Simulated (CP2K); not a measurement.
**C2H3NO (SMILES C=CN=O): BLYP-D3(BJ)/DZVP-MOLOPT-SR-GTH (core potential)**

What is the energy change on altering one bond length of C2H3NO at BLYP-D3(BJ)/DZVP-MOLOPT-SR-GTH (core potential)? 

The results are computed with CP2K 2026.2.

1 further run of the same task is left out (set aside as unsound or not needed).

## Step 1: The molecule

C2H3NO has 7 atoms, charge 0, and is taken as a singlet. SMILES: `C=CN=O`. The coordinates come from a PBE0-D4/def2-TZVP relaxation. This is one conformer, not always the lowest.

Bond lengths: C1–C2 1.328 Å, C2–N3 1.420 Å, N3–O4 1.204 Å, C1–H5 1.082 Å, C1–H6 1.084 Å, C2–H7 1.088 Å. Angles: C1–C2–N3 116.9°, C2–N3–O4 113.9°, C1–C2–H7 125.8°, N3–C2–H7 117.3°, C2–C1–H5 122.0°, C2–C1–H6 119.3°, H5–C1–H6 118.6°.

## Step 2: The energy at BLYP-D3(BJ)/DZVP-MOLOPT-SR-GTH (core potential)

File molecule.inp:

```
&FORCE_EVAL
  METHOD Quickstep
  &DFT
    BASIS_SET_FILE_NAME BASIS_MOLOPT
    POTENTIAL_FILE_NAME GTH_POTENTIALS
    CHARGE 0
    MULTIPLICITY 1
    &QS
      METHOD GPW
      EPS_DEFAULT 1.0E-10
    &END QS
    &MGRID
      CUTOFF 400
      REL_CUTOFF 50
      NGRIDS 4
    &END MGRID
    &POISSON
      PERIODIC NONE
      POISSON_SOLVER MULTIPOLE
    &END POISSON
    &SCF
      SCF_GUESS ATOMIC
      EPS_SCF 1.0E-06
      MAX_SCF 80
      ADDED_MOS 5
      &DIAGONALIZATION
        ALGORITHM STANDARD
      &END DIAGONALIZATION
      &MIXING
        METHOD DIRECT_P_MIXING
        ALPHA 0.4
      &END MIXING
    &END SCF
    &XC
      &XC_FUNCTIONAL BLYP
      &END XC_FUNCTIONAL
      &VDW_POTENTIAL
        POTENTIAL_TYPE PAIR_POTENTIAL
        &PAIR_POTENTIAL
          TYPE DFTD3(BJ)
          PARAMETER_FILE_NAME dftd3.dat
          REFERENCE_FUNCTIONAL BLYP
          R_CUTOFF 15
        &END PAIR_POTENTIAL
      &END VDW_POTENTIAL
    &END XC
    &PRINT
      &MOMENTS
        PERIODIC F
        REFERENCE COM
        MAX_MOMENT 1
      &END MOMENTS
      &MO ON
        ENERGIES T
        OCCUPATION_NUMBERS T
        NDIGITS 6
        &EACH
          QS_SCF 0
        &END EACH
        ADD_LAST NUMERIC
      &END MO
      &HIRSHFELD OFF
      &END HIRSHFELD
    &END PRINT
  &END DFT
  &SUBSYS
    &CELL
      ABC [angstrom] 7.8 11.3 9.8
      PERIODIC NONE
    &END CELL
    &COORD
      C      0.081850     0.997050    -0.386810
      C     -0.095350    -0.104120     0.334780
      N      0.136670    -1.344100    -0.316900
      O     -0.039770    -2.304690     0.387270
      H     -0.071800     1.985550     0.026660
      H      0.389990     0.909370    -1.422820
      H     -0.401600    -0.139060     1.377820
    &END COORD
    &TOPOLOGY
      &CENTER_COORDINATES
      &END CENTER_COORDINATES
    &END TOPOLOGY
    &KIND C
      BASIS_SET DZVP-MOLOPT-SR-GTH-q4
      POTENTIAL GTH-BLYP-q4
    &END KIND
    &KIND N
      BASIS_SET DZVP-MOLOPT-SR-GTH-q5
      POTENTIAL GTH-BLYP-q5
    &END KIND
    &KIND O
      BASIS_SET DZVP-MOLOPT-SR-GTH-q6
      POTENTIAL GTH-BLYP-q6
    &END KIND
    &KIND H
      BASIS_SET DZVP-MOLOPT-SR-GTH-q1
      POTENTIAL GTH-BLYP-q1
    &END KIND
  &END SUBSYS
&END FORCE_EVAL
&GLOBAL
  PROJECT molecule
  RUN_TYPE ENERGY
  PRINT_LEVEL MEDIUM
&END GLOBAL
```

Run with:

```
OMP_NUM_THREADS=1 cp2k.psmp molecule.inp > molecule.out
```

The program printed:

```text
CP2K| version string:                                       CP2K version 2026.2
[...]
 GLOBAL| Method name                                                        CP2K
[...]
 GLOBAL| Run type                                                         ENERGY
[...]
 DFT| Spin restricted Kohn-Sham (RKS) calculation                            RKS
 DFT| Multiplicity                                                             1
[...]
 DFT| Charge                                                                   0
[...]
 FUNCTIONAL| BECKE88:
 FUNCTIONAL| LYP:
[...]
 QS| Method:                                                                 GPW
[...]
 QS| Density cutoff [a.u.]:                                                200.0
[...]
 QS| Relative density cutoff [a.u.]:                                        25.0
[...]
                             - Atoms:                                          7
[...]
                             - Spherical basis functions:                     67
[...]
 Number of electrons:                                                         22
[...]
     1 P_Mix/Diag. 0.40E+00    0.6     0.87323608       -38.4535094636 -3.85E+01
[...]
    16 DIIS/Diag.  0.81E-06    0.6     0.00000071       -38.9488658747 -6.77E-11
  *** SCF run converged in    16 steps ***
[...]
  Overlap energy of the core charge distribution:               0.00000204300426
  Self energy of the core charge distribution:                -97.58447267519360
  Core Hamiltonian energy:                                     28.94254487016351
  Hartree energy:                                              40.11157787552190
  Exchange-correlation energy:                                -10.41028096301967
  Dispersion energy:                                           -0.00823702520860
  Total energy:                                               -38.94886587473220
[...]
                     Mulliken Population Analysis
 #  Atom  Element  Kind  Atomic population                           Net charge
       1     C        1          4.032746                             -0.032746
       2     C        1          3.931175                              0.068825
       3     N        2          5.133615                             -0.133615
       4     O        3          6.073835                             -0.073835
       5     H        4          0.944146                              0.055854
       6     H        4          0.942681                              0.057319
       7     H        4          0.941800                              0.058200
 # Total charge                             22.000000                  0.000000
[...]
  Dipole moment [Debye]
    X= -0.2048408E+00 Y=  0.3179749E+01 Z=  0.3371137E+00  Total=      3.2041233
 ENERGY| Total FORCE_EVAL ( QS ) energy [hartree]            -38.948865874732199
[...]
```

Wall time 11 s (1 thread of Arm Neoverse V2, shared host); peak memory 0.69 GiB.

## Step 3: The distorted shape

File qs.inp:

```
&FORCE_EVAL
  METHOD QS
  &DFT
    BASIS_SET_FILE_NAME BASIS_MOLOPT
    POTENTIAL_FILE_NAME GTH_POTENTIALS
    ! Quickstep
    &QS
      METHOD GPW
      EPS_DEFAULT 1.0E-10
    &END QS
    ! real-space grids
    &MGRID
      CUTOFF 400
      REL_CUTOFF 50
      NGRIDS 4
    &END MGRID
    ! no periodic images
    &POISSON
      PERIODIC NONE
      POISSON_SOLVER MULTIPOLE
    &END POISSON
    &SCF
      SCF_GUESS ATOMIC
      EPS_SCF 1.0E-06
      MAX_SCF 150
      ADDED_MOS 3
      &DIAGONALIZATION
        ALGORITHM STANDARD
      &END DIAGONALIZATION
      &MIXING
        METHOD PULAY_MIXING
        ALPHA 0.3
        NBUFFER 8
      &END MIXING
    &END SCF
    ! exchange and correlation
    &XC
      &XC_FUNCTIONAL BLYP
      &END XC_FUNCTIONAL
      &VDW_POTENTIAL
        POTENTIAL_TYPE PAIR_POTENTIAL
        &PAIR_POTENTIAL
          TYPE DFTD3(BJ)
          PARAMETER_FILE_NAME dftd3.dat
          REFERENCE_FUNCTIONAL BLYP
          R_CUTOFF 15
        &END PAIR_POTENTIAL
      &END VDW_POTENTIAL
    &END XC
    &PRINT
      &MOMENTS
        PERIODIC F
        REFERENCE COM
        MAX_MOMENT 1
      &END MOMENTS
      &MO ON
        ENERGIES T
        OCCUPATION_NUMBERS T
        NDIGITS 6
        &EACH
          QS_SCF 0
        &END EACH
        ADD_LAST NUMERIC
      &END MO
      &HIRSHFELD OFF
      &END HIRSHFELD
    &END PRINT
  &END DFT
  &SUBSYS
    &CELL
      ABC 7.8 11.8 9.8
      PERIODIC NONE
    &END CELL
    &COORD
      SCALED T
      C    0.51123782   0.57707487   0.46282551
      C    0.48851987   0.48375538   0.53645714
      N    0.51826603   0.37867233   0.46995918
      O    0.49564551   0.29726640   0.54181327
      H    0.48168923   0.70273360   0.52611276
      H    0.55074295   0.56964436   0.35711020
      H    0.44925705   0.48079436   0.64288980
    &END COORD
    &KIND C
      BASIS_SET DZVP-MOLOPT-SR-GTH-q4
      POTENTIAL GTH-BLYP-q4
    &END KIND
    &KIND N
      BASIS_SET DZVP-MOLOPT-SR-GTH-q5
      POTENTIAL GTH-BLYP-q5
    &END KIND
    &KIND O
      BASIS_SET DZVP-MOLOPT-SR-GTH-q6
      POTENTIAL GTH-BLYP-q6
    &END KIND
    &KIND H
      BASIS_SET DZVP-MOLOPT-SR-GTH-q1
      POTENTIAL GTH-BLYP-q1
    &END KIND
  &END SUBSYS
&END FORCE_EVAL

&GLOBAL
  PROJECT qs
  RUN_TYPE ENERGY
  PRINT_LEVEL MEDIUM
&END GLOBAL
```

Run with:

```
OMP_NUM_THREADS=1 cp2k.psmp qs.inp > qs.out
```

The program printed:

```text
CP2K| version string:                                       CP2K version 2026.2
[...]
 GLOBAL| Method name                                                        CP2K
[...]
 GLOBAL| Run type                                                         ENERGY
[...]
 DFT| Spin restricted Kohn-Sham (RKS) calculation                            RKS
 DFT| Multiplicity                                                             1
[...]
 DFT| Charge                                                                   0
[...]
 FUNCTIONAL| BECKE88:
 FUNCTIONAL| LYP:
[...]
 QS| Method:                                                                 GPW
[...]
 QS| Density cutoff [a.u.]:                                                200.0
[...]
 QS| Relative density cutoff [a.u.]:                                        25.0
[...]
                             - Atoms:                                          7
[...]
                             - Spherical basis functions:                     67
[...]
 Number of electrons:                                                         22
[...]
     1 NoMix/Diag. 0.30E+00    0.7     0.87557222       -38.3693133629 -3.84E+01
[...]
    19 Pulay/Diag. 0.30E+00    0.8     0.00000084       -38.8688643067  1.18E-06
  *** SCF run converged in    19 steps ***
[...]
  Overlap energy of the core charge distribution:               0.00000166897296
  Self energy of the core charge distribution:                -97.58447267519360
  Core Hamiltonian energy:                                     28.67328574609219
  Hartree energy:                                              40.34942403881625
  Exchange-correlation energy:                                -10.29828646102459
  Dispersion energy:                                           -0.00881662434943
  Total energy:                                               -38.86886430668622
[...]
                     Mulliken Population Analysis
 #  Atom  Element  Kind  Atomic population                           Net charge
       1     C        1          4.113583                             -0.113583
       2     C        1          3.979979                              0.020021
       3     N        2          5.131474                             -0.131474
       4     O        3          6.073658                             -0.073658
       5     H        4          0.811942                              0.188058
       6     H        4          0.946309                              0.053691
       7     H        4          0.943055                              0.056945
 # Total charge                             22.000000                 -0.000000
[...]
  Dipole moment [Debye]
    X= -0.2327380E+00 Y=  0.3357709E+01 Z=  0.4110140E+00  Total=      3.3907685
 ENERGY| Total FORCE_EVAL ( QS ) energy [hartree]            -38.868864306686220
[...]
```

Wall time 16 s (1 thread of Arm Neoverse V2, shared host); peak memory 1.2 GiB.

## Step 4: Results

Level: BLYP-D3(BJ)/DZVP-MOLOPT-SR-GTH (core potential).

| quantity | value |
| --- | --- |
| first shape: total energy | -38.94887 Eh |
| first shape: dipole moment | 3.20 D |
| first shape: HOMO energy | -4.72 eV |
| first shape: LUMO energy | -3.50 eV |
| first shape: HOMO–LUMO gap | 1.22 eV |
| first shape: dispersion energy | -21.63 kJ/mol |
| distorted shape: total energy | -38.86886 Eh |
| distorted shape: dipole moment | 3.39 D |
| distorted shape: HOMO energy | -4.71 eV |
| distorted shape: LUMO energy | -3.44 eV |
| distorted shape: HOMO–LUMO gap | 1.28 eV |
| distorted shape: dispersion energy | -23.15 kJ/mol |
| energy change with the C1–H5 bond stretched from 1.082 to 1.624 Å | 2.177 eV |

In words: One bond (distorted shape) is far stretched, which a spin-restricted single reference describes badly; a broken-symmetry solution may lie lower. With the C1–H5 bond stretched from 1.082 to 1.624 Å the energy rises by 2.18 eV (210 kJ/mol). The first shape isn't relaxed at this level, so the change isn't measured from a minimum. A restricted reference can't describe the breaking bond well at this length.
